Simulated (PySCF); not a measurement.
Geometry:
```
atom   x (Å)   y (Å)   z (Å)
 Al1  -0.005   0.010  -1.452
  P2   0.000  -0.004   1.081
  H3   0.704   1.017   1.767
  H4   0.548  -1.130   1.746
  H5  -1.234   0.078   1.775
  H6   1.586  -0.016  -1.633
  H7  -0.777   1.401  -1.639
  H8  -0.821  -1.355  -1.646
```

Geometry: PBE0-D3(BJ)/def2-SVP; GIAO shifts from PySCF 2.14, gas phase, non-relativistic, averaged over equivalent atoms.

At B3LYP/pcSseg-1 (pcSseg-2 on Al) (97 basis functions, 2.8 s wall time on 1 thread of an Arm Neoverse V1, shared host):
| atoms | δ (ppm) |
| --- | --- |
| Al1 | 129.4 |
| P2 | -202.5 |
| H6/H7/H8 | 3.90 |
| H3/H4/H5 | 3.35 |

Scale: ²⁷Al (571.15 ppm) against [Al(H2O)6]3+; H3PO4 for ³¹P (297.42 ppm); ¹H (31.38 ppm) against TMS (reference shieldings calculated alike).

Task: Predict the values at PBE/pcSseg-1 (pcSseg-2 on Al) on the same geometry.

Result: 
```tsv
atoms	δ at PBE/pcSseg-1 (pcSseg-2 on Al)	change
Al1	121.4	-8.0
P2	-213.2	-10.7
H6/H7/H8	4.11	+0.21
H3/H4/H5	3.43	+0.08
```

Scale: ²⁷Al (σ = 560.82 ppm) against [Al(H2O)6]3+; ³¹P (σ = 295.64 ppm) against H3PO4; ¹H (σ = 31.20 ppm) vs TMS (reference shieldings calculated alike).

The largest change is at P2 (phosphorus bonded to Al, 3 H). Cost: 97 basis functions, 4.1 s wall time on 1 thread of an Arm Neoverse V1, shared host.

Experimental scales use liquid or dissolved standards, which lie at an offset from isolated H3PO4.
